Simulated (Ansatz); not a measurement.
**AlNH2F (SMILES [NH2][Al][F]): UB3LYP/6-31G(d) (Cartesian functions)**

Aim: the vertical ionisation energy of AlNH2F at UB3LYP/6-31G* (Cartesian functions), from 2 runs. 

Program for the calculation: Ansatz 0.2.0.

43 further runs of the same task are left out: 43 set aside as unsound or not needed.

## 1. The system as given

The species is AlNH2F (5 atoms), meant as a doublet with charge 0. SMILES: `[NH2][Al][F]`. The shape is that of a PBE0-D4/def2-TZVP optimisation. This is one conformer, not always the lowest.

Bond lengths: N1–Al2 1.765 Å, Al2–F3 1.658 Å, N1–H4 1.007 Å, N1–H5 1.009 Å. Angles: N1–Al2–F3 117.4°, Al2–N1–H4 124.8°, Al2–N1–H5 124.2°, H4–N1–H5 111.0°.

## 2. A single-point energy at UB3LYP/6-31G(d) (Cartesian functions)

The input, run.yaml:

```yaml
crystal:
  periodic: [false, false, false]
  atoms:
    - {symbol: "N", position_ang: [-0.384700, 0.499000, -0.263800]}
    - {symbol: Al, position_ang: [0.632000, -0.282800, 0.949500]}
    - {symbol: F, position_ang: [1.228700, -1.786800, 0.590000]}
    - {symbol: H, position_ang: [-0.804300, 1.408300, -0.162700]}
    - {symbol: H, position_ang: [-0.621700, 0.088600, -1.154400]}
basis:
  gaussian: {orbitals: "6-31G*"}
magnetization: {spin_polarized: true, initial_magnetization: 1}
hamiltonian: {xc: {name: B3LYP}}
accuracy: high
output: {orbitals: {seedname: orbitals}}
```

Started as:

```
$ ansatz run run.yaml --threads 1 --pin off --max-ram 2610MiB --events-out events.jsonl --progress --plain --runs-dir runs
```

What it wrote:

```text
Warning: RAYON_NUM_THREADS=1 ignored (pool sized by the plan → 1); use --threads N
Functional definition: B3LYP
  name "B3LYP"
  parameter a0 = 0.2
  parameter ax = 0.72
  parameter ac = 0.81
  exchange = (1 - a0 - ax)*slater_x + ax*b88_x + a0*exact_x
  correlation = (1 - ac)*vwn_rpa_c + ac*lyp_c
1053 factors; integrals over basis functions are off by at most 3.0e-9 eV
mean field evaluation 1: about -10828.9183 eV, gradient 4.9e1 eV
mean field evaluation 2: about -10795.9465 eV, gradient 8.5e1 eV
mean field evaluation 4: about -10837.6731 eV, gradient 9.3e0 eV
mean field evaluation 8: about -10838.0002 eV, gradient 6.2e-2 eV
mean field evaluation 16: about -10838.0002 eV, gradient 9.8e-5 eV
mean field -10838.00023956 eV, -398.2891625433 hartree, gradient 2.4e-8 eV, S^2 0.751328; 0 other end points of the search recorded, 0 dependent functions left out
reference -10838.00027285 eV, -398.2891637670 hartree; 16, 15 occupied and 37, 38 virtual orbitals, 1053 factors
Total energy: -10838.00027285 eV, -398.2891637670 hartree
```

Wall time 6.9 s (1 thread of Arm Neoverse V1, shared host); peak memory 0.18 GiB.

## 3. The singlet cation, same level

The input, job.yaml:

```yaml
crystal:
  periodic: [false, false, false]
  atoms:
    - {symbol: "N", position_ang: [-0.384700, 0.499000, -0.263800]}
    - {symbol: Al, position_ang: [0.632000, -0.282800, 0.949500]}
    - {symbol: F, position_ang: [1.228700, -1.786800, 0.590000]}
    - {symbol: H, position_ang: [-0.804300, 1.408300, -0.162700]}
    - {symbol: H, position_ang: [-0.621700, 0.088600, -1.154400]}
basis:
  gaussian:
    orbitals: "6-31G*"
total_charge: 1
hamiltonian:
  xc: {name: B3LYP}
accuracy: high
output:
  orbitals: {seedname: orbitals}
```

Started as:

```
$ ansatz run job.yaml --threads 1 --pin off --max-ram 2610MiB --events-out events.jsonl --progress --plain --runs-dir runs
```

What it wrote, shortened:

```text
Warning: RAYON_NUM_THREADS=1 ignored (pool sized by the plan → 1); use --threads N
[... 7 set-up lines as earlier in the session ...]
1053 factors; integrals over basis functions are off by at most 3.0e-9 eV
mean field evaluation 1: about -10807.4729 eV, gradient 1.1e2 eV
mean field evaluation 2: about -10714.3722 eV, gradient 2.2e2 eV
mean field evaluation 4: about -10828.2684 eV, gradient 2.6e1 eV
mean field evaluation 8: about -10829.5371 eV, gradient 1.8e-1 eV
mean field evaluation 16: about -10829.5372 eV, gradient 2.5e-6 eV
mean field -10829.53716819 eV, -397.9781504070 hartree, gradient 4.8e-8 eV, S^2 0.000000; 0 other end points of the search recorded, 0 dependent functions left out
reference -10829.53720229 eV, -397.9781516601 hartree; 15, 15 occupied and 38, 38 virtual orbitals, 1053 factors
Total energy: -10829.53720229 eV, -397.9781516601 hartree
```

It took 2.6 s on 1 thread of Arm Neoverse V1, shared host.

## 4. Outcome

Level: UB3LYP/6-31G* (Cartesian functions).

| quantity | value |
| --- | --- |
| doublet AlNH2F: total energy | -398.28916 Eh |
| doublet AlNH2F: HOMO energy (highest over α and β) | -5.73 eV |
| doublet AlNH2F: LUMO energy (lowest over α and β) | -2.78 eV |
| doublet AlNH2F: ⟨S²⟩ | 0.751 |
| singlet cation: total energy | -397.97815 Eh |
| singlet cation: HOMO energy | -13.46 eV |
| singlet cation: LUMO energy | -11.02 eV |
| singlet cation: HOMO–LUMO gap | 2.45 eV |
| vertical ionisation energy (to the singlet cation) | 8.463 eV |

In words: The vertical ionisation energy comes to 8.46 eV (817 kJ/mol). Only the singlet of the ionised species was computed; a triplet could lie lower.
